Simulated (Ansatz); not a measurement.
Osmium, hcp: convergence with cold smearing

Computed with Ansatz, LDA, scalar-relativistic PAW, on the relaxed cell (a = 2.718 Å, c = 4.284 Å (c/a = 1.577); spin not included). Errors count from a run at 420 eV on a Γ-centred 22×22×12 mesh with Fermi-Dirac smearing of 0.1 eV, extrapolated to zero width. Fixed here: cutoff 420 eV, mesh 13×13×8. The SCF starts from atomic densities corrected by a trained network.

| width (eV) | E(σ→0) error (meV/atom) | F error (meV/atom) | P (GPa) | SCF iterations |
| --- | --- | --- | --- | --- |
| 0.01 | 0.4 | 0.4 | -0.07 | 5 |
| 0.03 | 0.4 | 0.3 | -0.07 | 5 |
| 0.1 | 0.4 | 0.3 | -0.06 | 5 |
| 0.2 | 0.2 | -0.1 | -0.06 | 5 |
| 0.3 | -0.2 | -0.8 | -0.07 | 5 |
| 0.6 | -1.5 | 2.4 | -0.19 | 5 |
| 1.0 | -6.6 | 18.5 | -0.81 | 5 |
